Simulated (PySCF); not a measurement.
## C4H7O: g tensor and hyperfine couplings

Species: C₄H₇O (doublet state).
SMILES with atom numbers: `[H]/[C:1]=[CH:2]/[O:3][CH2:4][CH3:5]` (hydrogens: H6 on C1; H7 on C2; H8, H9 on C4; H10, H11, H12 on C5)

Cartesian coordinates in Å at the PBE0-D3(BJ)/def2-SVP level; atoms count from 1:
```
atom  x, y, z in Å
C1     2.2868   -0.5227   -0.1271
C2     1.5767    0.0645    0.8226
O3     0.2599    0.3170    0.8269
C4    -0.4495   -0.0913   -0.3260
C5    -1.9005    0.2786   -0.1556
H6     3.3267   -0.7931   -0.2823
H7     2.0518    0.4131    1.7523
H8    -0.0077    0.3961   -1.2156
H9    -0.3216   -1.1815   -0.4642
H10   -2.3239   -0.2078    0.7354
H11   -2.4808   -0.0407   -1.0335
H12   -2.0154    1.3663   -0.0408
```

The hyperfine couplings belong to this conformer and change with its torsions.

Computed with UKS B3LYP, IGLO-III on C O, pcH-1 on H, non-relativistic, mean-field spin-orbit, GIAO in PySCF. Geometry: PBE0-D3(BJ)/def2-SVP, one conformer, isolated molecule. The SCF solution wasn't tested for stability.

```
g1, g2, g3                      : 2.00200, 2.00236, 2.00277
g_iso                           : 2.00238
Form of g                       : rhombic: the two nearest values differ by 46 % of g3 − g1
⟨S²⟩                            : 0.7593 (exact 0.7500)
HOMO–LUMO gap, α and β orbitals : 7.22, 3.83 eV
```

Isotropic coupling and dipolar principal values T1 to T3, in G; ρ(0) is the spin density at the nucleus (MHz turned into gauss with g_iso; 10 G = 1 mT):

| atom | isotope | a_iso | T1 | T2 | T3 | Mulliken spin population | ρ(0) (bohr⁻³) |
| --- | --- | --- | --- | --- | --- | --- | --- |
| C1 | 13C | 104.0 | -28.7 | -20.9 | 49.6 | 1.02 | 0.2593 |
| C2 | 13C | -11.7 | -7.2 | -0.6 | 7.7 | -0.10 | -0.0291 |
| O3 | 17O | -9.5 | -3.2 | 0.2 | 3.1 | 0.00 | 0.0437 |
| C4 | 13C | 1.6 | -0.8 | -0.1 | 0.9 | 0.02 | 0.0039 |
| C5 | 13C | 0.1 | -0.2 | -0.1 | 0.3 | 0.00 | 0.0003 |
| H6 | 1H | 8.6 | -11.7 | -2.8 | 14.5 | 0.00 | 0.0054 |
| H7 | 1H | 47.8 | -2.3 | -0.1 | 2.4 | 0.07 | 0.0300 |
| H8 | 1H | 1.0 | -2.1 | -0.9 | 3.0 | 0.00 | 0.0006 |
| H9 | 1H | 0.9 | -2.1 | -0.9 | 3.0 | 0.00 | 0.0006 |
| H10 | 1H | 0.6 | -0.3 | -0.2 | 0.5 | 0.00 | 0.0004 |
| H11 | 1H | 1.1 | -0.3 | -0.3 | 0.6 | 0.00 | 0.0007 |
| H12 | 1H | 0.5 | -0.3 | -0.2 | 0.5 | 0.00 | 0.0003 |

Largest spin populations (Mulliken): C1 (+1.02), C2 (-0.10) and H7 (+0.07). C1 is the only atom above +0.15.

Axes: g2 points within 4° of the C2–O3 bond.

Under fast tumbling the dipolar parts average out, and these isotropic splittings remain: 1 × 1H (H7, I = 1/2, 2 lines) with 4.78 mT, 1 × 1H (H6, I = 1/2, 2 lines) with 0.86 mT, 2 × 1H (H8/H9, I = 1/2, 3 lines) with 0.09 mT and 3 × 1H (H10/H11/H12, I = 1/2, 4 lines) with 0.07 mT.

Class means assume fast exchange of nuclei equivalent by connectivity; if that motion is slow, each nucleus keeps its own coupling.

The 17O coupling of O3 (-26.5 MHz) shows only in satellite lines or after enrichment, since that isotope makes up about 0.038 % of natural oxygen.

The 13C coupling of C1 (291.5 MHz) shows only in satellite lines or after enrichment, since that isotope makes up about 1.07 % of natural carbon.

The run took 43 s of wall time on an x86-64 server with one thread (shared host).
